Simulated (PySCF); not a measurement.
# Relaxation of singlet P₄

All numbers come from PySCF, PBE0, basis P def2-TZVP (no relativity, density fitting). A (50,194) grid was used.

A start at or just off a symmetric point, pushed along the force that breaks its symmetry, of D2h symmetry, free to break it:

```xyz
4
charge 0 multiplicity 1, angstrom
P     1.0240    1.1240    0.0000
P    -1.0240    1.1240    0.0000
P    -1.0240   -1.1240    0.0000
P     1.0240   -1.1240    0.0000
```

Question: What forces act on the atoms at the start (eV/Å)?

Answer: 
```tsv
atom	Fx	Fy	Fz
P1	-0.42	0.55	0.00
P2	0.42	0.55	0.00
P3	0.42	-0.55	0.00
P4	-0.42	-0.55	0.00
```

Question: What does it relax to?

Answer: It ends at D2h with P–P 2.032 Å (×2), P–P 2.290 Å (×2); P–P–P 90.0° (×4). A frequency run shows 1 imaginary mode, down to 61i cm⁻¹, so it is a saddle point. Other isomers or separated fragments may lie lower.

Question: How much energy is released, and in how many steps?

Answer: 2.8 kJ/mol in 3 steps.
